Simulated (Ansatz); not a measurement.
**Lithium, bcc under LDA: convergence with the Gaussian smearing**

Aim: find which Gaussian smearing width is enough for energy and pressure. The geometry was relaxed under LDA beforehand and stays fixed; 7 values are run, from 0.01 to 1.0 eV. Wanted are the values from which on the energy stays within 10 and 1 meV/atom, and the pressure within 0.5 GPa, of the narrowest run. Within the series other settings stay, but some runs also write fields, which adds to their time. Spin polarisation is left out.

Computed with Ansatz 0.2.0 (DFT LDA, plane waves with PAW, scalar-relativistic, unless a step says otherwise).

### Step 1. The structure to begin with

The structure is cubic, space group Im-3m (No. 229). The conventional cell has a = 3.363 Å, b = 3.363 Å, c = 3.363 Å, α = 90.00°, β = 90.00°, γ = 90.00°. Li (site symmetry m-3m) has 8 Li at 2.91 Å as nearest neighbours.

Coordinates:

```
CELL_PARAMETERS angstrom
-1.68163 1.68163 1.68163
1.68163 -1.68163 1.68163
1.68163 1.68163 -1.68163
ATOMIC_POSITIONS crystal
Li 0.00000 0.00000 0.00000
```

### Step 2. With a width of 0.01 eV

The run at 0.01 eV.

input.yaml reads:

```yaml
crystal:
  lattice:
    - [-1.6816320888, 1.6816320888, 1.6816320888]
    - [1.6816320888, -1.6816320888, 1.6816320888]
    - [1.6816320888, 1.6816320888, -1.6816320888]
  atoms:
    - { symbol: Li, position: [0.0, 0.0, 0.0] }
hamiltonian:
  xc: lda
  pseudopotentials:
    kind: paw
    azcp:
      Li: "pseudopotentials/Li.paw.azcp"
basis:
  ecutwfc: 420
  fft_grid_basis: typed
kpoints:
  mp_grid: { grid: [13, 13, 13], shift: [0, 0, 0] }
magnetization:
  spin_polarized: false
scf:
  occupations: { method: gaussian, width: 0.01 }
  lower_state_search: "off"
output:
  stress: true
```

The run is started by

```
ansatz run input.yaml --threads 2 --pin off --max-ram 5120MiB --backend cpu --events-out ev --progress --plain --runs-dir out
```

### Step 3. With a width of 0.03 eV

The run at 0.03 eV.

input.yaml: that of step 2 with these lines changed.

```diff
@@ -21,3 +21,3 @@
 scf:
-  occupations: { method: gaussian, width: 0.01 }
+  occupations: { method: gaussian, width: 0.03 }
   lower_state_search: "off"
```

### Step 4. With a width of 0.1 eV

The run at 0.1 eV.

input.yaml: that of step 3 with these lines changed.

```diff
@@ -21,3 +21,3 @@
 scf:
-  occupations: { method: gaussian, width: 0.03 }
+  occupations: { method: gaussian, width: 0.1 }
   lower_state_search: "off"
```

### Step 5. With a width of 0.2 eV

The run at 0.2 eV.

input.yaml: that of step 4 with these lines changed.

```diff
@@ -21,3 +21,3 @@
 scf:
-  occupations: { method: gaussian, width: 0.1 }
+  occupations: { method: gaussian, width: 0.2 }
   lower_state_search: "off"
@@ -25 +25,5 @@
   stress: true
+  write_density: true
+  write_potential: true
+  elf: true
+  volumetric_format: npy
```

### Step 6. With a width of 0.3 eV

The run at 0.3 eV.

input.yaml: that of step 5 with these lines changed.

```diff
@@ -21,3 +21,3 @@
 scf:
-  occupations: { method: gaussian, width: 0.2 }
+  occupations: { method: gaussian, width: 0.3 }
   lower_state_search: "off"
@@ -25,5 +25 @@
   stress: true
-  write_density: true
-  write_potential: true
-  elf: true
-  volumetric_format: npy
```

### Step 7. With a width of 0.6 eV

The run at 0.6 eV.

input.yaml: that of step 6 with these lines changed.

```diff
@@ -21,3 +21,3 @@
 scf:
-  occupations: { method: gaussian, width: 0.3 }
+  occupations: { method: gaussian, width: 0.6 }
   lower_state_search: "off"
```

### Step 8. With a width of 1.0 eV

The run at 1.0 eV.

input.yaml: that of step 7 with these lines changed.

```diff
@@ -21,3 +21,3 @@
 scf:
-  occupations: { method: gaussian, width: 0.6 }
+  occupations: { method: gaussian, width: 1.0 }
   lower_state_search: "off"
```

(Steps that only read results are left out.)

Q: Predict the outcome of this session.

The runs gave:

| quantity | value |
| --- | --- |
| E(σ → 0) stays within 10 meV/atom of 0.01 eV | up to 1.0 eV |
| E(σ → 0) stays within 1 meV/atom | up to 0.6 eV |
| pressure stays within 0.5 GPa | up to 1.0 eV |
| pressure at 0.01 eV | -0.03 GPa |
| energy of a separate run on a finer mesh (22×22×22) | +1.0 meV/atom from 0.01 eV |

In words: At 1.0 eV the energy differs by -4.2 meV/atom and the pressure by +0.3 GPa. The free energy F moves by -114.9 meV/atom over the range, and the estimate for σ → 0 by -4.2. In theory F falls as the square of the width under this scheme, but here the ratio is not steady: the mesh at narrow widths, or a density of states that varies over the wide ones, can both cause that. The mesh (13×13×13) is fixed, so the narrowest widths carry a k-point error of their own. The yardstick itself is unsettled by 1.0 meV/atom against the finer mesh, so the thresholds above hold only within this series, and wider smearing, which averages over more states, can land nearer the fine-mesh value than the narrowest does. The cell taken over is 12 % smaller than the measured one (21.61 Å³/atom, COD), which weighs on all values here.
